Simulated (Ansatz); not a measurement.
The input, for Ansatz 0.2.0:

```yaml
crystal:
  periodic: [false, false, false]
  atoms:
    - {symbol: Al, position_ang: [0.000000, -0.054194, 0.000000]}
    - {symbol: H, position_ang: [0.000000, 0.725364, -1.507139]}
    - {symbol: H, position_ang: [0.000000, 0.725365, 1.507138]}
basis:
  gaussian: {orbitals: def2-mTZVP}
total_charge: -1
magnetization: {spin_polarized: false, initial_magnetization: 1}
hamiltonian: {xc: hf}
output: {forces: true, orbitals: {seedname: orbitals}}
```

```sh
$ ansatz run in.yaml --threads 1 --pin off --events-out ev --progress --plain --max-ram 2393MiB
```

Problem. One thing in this input was set wrong on purpose, beside settings that are merely unusual. What is the gravest fault, and what does the program do?

Solution. Multiplicity of wrong parity. How the run ends: refused.
```
Error: a molecule whose nuclei and cores have a total charge of 15 cannot have a net charge of -1 together with 1 unpaired electrons
```
